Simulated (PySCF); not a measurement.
Ionisation energy of Cl by level of theory

Cl [Ne] 3s2 3p5 (2P) → Cl⁺ [Ne] 3s2 3p4 (3P), as a difference of total energies. Calculation: PySCF 2.14, in dyall-av2z (13s9p2d, 50 functions); the non-relativistic Hamiltonian (point nucleus). Correlated levels: valence: [Ne] frozen; virtual orbitals above 40 to 60 times the deepest correlated orbital energy dropped. The calculations carry no spin-orbit coupling.

| method | ionisation energy (eV) | error (eV) |
| --- | --- | --- |
| UHF | 11.823 | -1.151 |
| LDA | 13.250 | +0.276 |
| PBE | 13.007 | +0.033 |
| PBE0 | 12.995 | +0.021 |
| r2SCAN | 13.063 | +0.089 |
| BP86 | 13.159 | +0.185 |
| r2SCANh | 13.047 | +0.073 |
| revPBE | 12.945 | -0.029 |
| B3LYP | 13.110 | +0.136 |
| MP2 (valence) | 12.615 | -0.359 |
| SCS-MP2 (valence) | 12.594 | -0.380 |

Reference: 12.974 eV (measured; NIST levels, between the centres of gravity of the two terms).

Errors of the correlated levels include the incompleteness of this basis and the frozen core.
